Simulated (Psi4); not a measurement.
# TPSSh/DZP (Cartesian functions) run of C2H4Si (ethynylsilane)

Aim: the electrostatic solvation energy at fixed shape (C-PCM, n-heptane) of C2H4Si (ethynylsilane) at TPSSh/DZP (Cartesian functions), from 2 runs. 

The results are computed with Psi4 1.11.

2 further runs of the same task are left out: 1 that didn't finish, 1 set aside as unsound or not needed.

## Step 1: The molecule

C2H4Si: 7 atoms, total charge 0, spin state singlet. SMILES: `C#C[SiH3]`. The shape is that of a PBE0-D4/def2-TZVP (4 decimals) optimisation.

Bond lengths: C1–C2 1.206 Å, C2–Si3 1.823 Å, C1–H4 1.066 Å, Si3–H5 1.483 Å, Si3–H6 1.483 Å, Si3–H7 1.483 Å. Angles: C1–C2–Si3 180.0°, C2–C1–H4 180.0°, C2–Si3–H5 109.3°, C2–Si3–H6 109.3°, C2–Si3–H7 109.3°, H5–Si3–H6 109.6°, H5–Si3–H7 109.6°, H6–Si3–H7 109.6°.

## Step 2: Energy and one-electron properties at TPSSh/DZP (Cartesian functions)

Contents of c2h4si.sdf:

```

     RDKit          3D

  7  6  0  0  0  0  0  0  0  0999 V2000
   -0.5807   -1.8714    0.1722 C   0  0  0  0  0  0  0  0  0  0  0  0
   -0.2185   -0.7265    0.0624 C   0  0  0  0  0  0  0  0  0  0  0  0
    0.3298    1.0043   -0.1038 Si  0  0  0  0  0  4  0  0  0  0  0  0
   -0.9010   -2.8835    0.2693 H   0  0  0  0  0  0  0  0  0  0  0  0
   -0.0945    1.5283   -1.4250 H   0  0  0  0  0  0  0  0  0  0  0  0
   -0.2817    1.8181    0.9749 H   0  0  0  0  0  0  0  0  0  0  0  0
    1.8079    1.0629    0.0044 H   0  0  0  0  0  0  0  0  0  0  0  0
  2  1  3  0
  3  2  1  0
  4  1  1  0
  5  3  1  0
  6  3  1  0
  7  3  1  0
M  END
$$$$
```

Contents of calc.py:

```python
import psi4
from rdkit import Chem

psi4.set_memory('1600 MB')
psi4.set_num_threads(1)
psi4.set_output_file('c2h4si.out', False)

rd = Chem.SDMolSupplier('c2h4si.sdf', removeHs=False, sanitize=False)[0]
xyz = rd.GetConformer().GetPositions()
atoms = '\n'.join(f'{a.GetSymbol()} {x:.4f} {y:.4f} {z:.4f}' for a, (x, y, z) in zip(rd.GetAtoms(), xyz))
molecule = psi4.geometry('0 1\n' + atoms + '\nsymmetry c1')

options = {'basis': 'DZP', 'scf_type': 'direct'}
psi4.set_options(options)

e_tot, wfn = psi4.energy('tpssh', molecule=molecule, return_wfn=True)
psi4.oeprop(wfn, 'ESP_AT_NUCLEI', 'MULLIKEN_CHARGES', 'NO_OCCUPATIONS')
print(f'tpssh energy: {e_tot:.10f} Eh')
```

On the command line:

```bash
python calc.py
```

c2h4si.out (excerpt; [...] marks lines left out):

```text
[...]
  Running in c1 symmetry.
[...]
  Nuclear repulsion =   83.047890735857266
[...]
  Multiplicity = 1
[...]
  Nalpha       = 15
  Nbeta        = 15
[...]
    Number of basis functions: 76
[...]
   @DF-RKS iter   1:  -367.85404499825603   -4.62645e-01   7.45058e-03 ADIIS/DIIS
[...]
   @RKS iter  10:  -368.06055027738313   -3.12673e-09   1.19209e-07 DIIS
[...]
    Orbital Energies [Eh]
    ---------------------
    Doubly Occupied:
       1A    -66.022794     2A    -10.142096     3A    -10.123405
       4A     -5.235076     5A     -3.582749     6A     -3.581387
       7A     -3.581386     8A     -0.731650     9A     -0.569998
      10A     -0.510755    11A     -0.390948    12A     -0.354130
      13A     -0.354115    14A     -0.275628    15A     -0.275626
[...]
  @RKS Final Energy:  -368.06055027738313
   => Energetics <=
    Nuclear Repulsion Energy =             83.0478907358572656
    One-Electron Energy =                -670.2540465727252013
    Two-Electron Energy =                 249.1499889605198632
    DFT Exchange-Correlation Energy =     -30.0043834010350388
    Empirical Dispersion Energy =           0.0000000000000000
    VV10 Nonlocal Energy =                  0.0000000000000000
    Total Energy =                       -368.0605502773831859
[...]
 Multipole Moments:
 ------------------------------------------------------------------------------------
     Multipole            Electronic (a.u.)      Nuclear  (a.u.)        Total (a.u.)
 ------------------------------------------------------------------------------------
 L = 1.  Multiply by 2.5417464519 to convert [e a0] to [Debye]
 Dipole X            :         -0.5368861            0.4931733           -0.0437128
 Dipole Y            :         -1.6946495            1.5559807           -0.1386689
 Dipole Z            :          0.1630372           -0.1496803            0.0133568
 Magnitude           :                                                    0.1460078
[...]
  Mulliken Charges: (a.u.)
   Center  Symbol    Alpha    Beta     Spin     Total
       1     C     3.17796  3.17796  0.00000 -0.35593
       2     C     3.08871  3.08871  0.00000 -0.17741
       3    SI     6.67009  6.67009  0.00000  0.65982
       4     H     0.39856  0.39856  0.00000  0.20287
       5     H     0.55489  0.55489  0.00000 -0.10978
       6     H     0.55490  0.55490  0.00000 -0.10979
       7     H     0.55489  0.55489  0.00000 -0.10978
   Total alpha = 15.00000, Total beta = 15.00000, Total charge =  0.00000
  Natural Orbital Occupations:
[...]
```

The script printed:

```text
tpssh energy: -368.0605502774 Eh
```

Wall time 13 s (1 thread of Intel Xeon Platinum 8375C at 2.90GHz (Ice Lake), shared host); peak memory 0.9 GiB.

Atomic charges (e):

| atom | Mulliken |
| --- | --- |
| C1 | -0.356 |
| C2 | -0.177 |
| Si3 | +0.660 |
| H4 | +0.203 |
| H5 | -0.110 |
| H6 | -0.110 |
| H7 | -0.110 |

## Step 3: The charge distribution at TPSSh/DZP (Cartesian functions, C-PCM n-heptane)

Contents of calc.py:

```python
import psi4

psi4.set_memory('1600 MB')
psi4.set_num_threads(1)
psi4.core.set_output_file('c2h4si.out', False)

geom = psi4.geometry("""
0 1
C     -0.580700    -1.871400     0.172200
C     -0.218500    -0.726500     0.062400
Si     0.329800     1.004300    -0.103800
H     -0.901000    -2.883500     0.269300
H     -0.094500     1.528300    -1.425000
H     -0.281700     1.818100     0.974900
H      1.807900     1.062900     0.004400
symmetry c1
""")

psi4.set_options({
    'basis': 'DZP',
    'scf_type': 'direct',
    'pcm': True,
})
psi4.pcm_helper("""
  Units = Angstrom
  Medium {
    SolverType = CPCM
    Solvent = C7H16
  }
  Cavity {
    Type = GePol
    RadiiSet = UFF
    Scaling = False
    Area = 0.5
    Mode = Implicit
  }
""")

energy_value, wavefunction = psi4.energy('TPSSH', molecule=geom, return_wfn=True)
psi4.oeprop(wavefunction, 'ESP_AT_NUCLEI', 'MULLIKEN_CHARGES', 'NO_OCCUPATIONS', title='TPSSH')
print('E =', round(energy_value, 9))
```

On the command line:

```bash
python calc.py
```

c2h4si.out (excerpt; [...] marks lines left out):

```text
[...]
  Running in c1 symmetry.
[...]
  Nuclear repulsion =   83.047890735857266
[...]
  Multiplicity = 1
[...]
  Nalpha       = 15
  Nbeta        = 15
[...]
    Number of basis functions: 76
[...]
   @DF-RKS iter   1:  -367.86231106834617   -4.70495e-01   7.31940e-03 ADIIS/DIIS
[...]
   @RKS iter  10:  -368.06269125404185   -3.14930e-09   1.23336e-07 DIIS
[...]
  @RKS Final Energy:  -368.06269125404185
   => Energetics <=
    Nuclear Repulsion Energy =             83.0478907358572656
    One-Electron Energy =                -670.2667189511773813
    Two-Electron Energy =                 249.1633409871926119
    DFT Exchange-Correlation Energy =     -30.0049787606297009
    Empirical Dispersion Energy =           0.0000000000000000
    VV10 Nonlocal Energy =                  0.0000000000000000
    PCM Polarization Energy =              -0.0022252652846177
    Total Energy =                       -368.0626912540418516
[...]
 Multipole Moments:
 ------------------------------------------------------------------------------------
     Multipole            Electronic (a.u.)      Nuclear  (a.u.)        Total (a.u.)
 ------------------------------------------------------------------------------------
 L = 1.  Multiply by 2.5417464519 to convert [e a0] to [Debye]
 Dipole X            :         -0.5354542            0.4931733           -0.0422808
 Dipole Y            :         -1.6902011            1.5559807           -0.1342204
 Dipole Z            :          0.1626984           -0.1496803            0.0130181
 Magnitude           :                                                    0.1413233
[...]
  Mulliken Charges: (a.u.)
   Center  Symbol    Alpha    Beta     Spin     Total
       1     C     3.18338  3.18338  0.00000 -0.36675
       2     C     3.09841  3.09841  0.00000 -0.19682
       3    SI     6.65842  6.65842  0.00000  0.68316
       4     H     0.38956  0.38956  0.00000  0.22087
       5     H     0.55674  0.55674  0.00000 -0.11348
       6     H     0.55675  0.55675  0.00000 -0.11350
       7     H     0.55674  0.55674  0.00000 -0.11347
   Total alpha = 15.00000, Total beta = 15.00000, Total charge =  0.00000
  Natural Orbital Occupations:
[...]
```

Standard output:

```text
E = -368.062691254
```

It took 15 s on 1 thread of Intel Xeon Platinum 8375C at 2.90GHz (Ice Lake), shared host; peak memory 0.87 GiB.

Atomic charges (e):

| atom | Mulliken |
| --- | --- |
| C1 | -0.367 |
| C2 | -0.197 |
| Si3 | +0.683 |
| H4 | +0.221 |
| H5 | -0.113 |
| H6 | -0.114 |
| H7 | -0.113 |

## Step 4: What came out

At TPSSh/DZP (Cartesian functions):

| quantity | value |
| --- | --- |
| gas phase: total energy | -368.06055 Eh |
| gas phase: dipole moment | 0.37 D |
| gas phase: HOMO energy | -7.50 eV |
| gas phase: LUMO energy | -0.26 eV |
| gas phase: HOMO–LUMO gap | 7.24 eV |
| C-PCM, n-heptane: total energy | -368.06269 Eh |
| C-PCM, n-heptane: dipole moment | 0.36 D |
| C-PCM, n-heptane: HOMO energy | -7.55 eV |
| C-PCM, n-heptane: LUMO energy | -0.26 eV |
| C-PCM, n-heptane: HOMO–LUMO gap | 7.29 eV |
| C-PCM, n-heptane: solvent term in the energy | -5.8 kJ/mol |
| energy change from gas to solvent at fixed shape | -0.058 eV |

**Reading.** The solvent model (C-PCM, n-heptane) lowers the energy by 0.06 eV (−5.6 kJ/mol) at the same shape. It holds the electrostatic part alone, without cavity or dispersion terms. Mulliken charges (gas phase) run from -0.36 on C1 to +0.66 on Si3. Mulliken charges (C-PCM, n-heptane) run from -0.37 on C1 to +0.68 on Si3; they depend strongly on the basis.
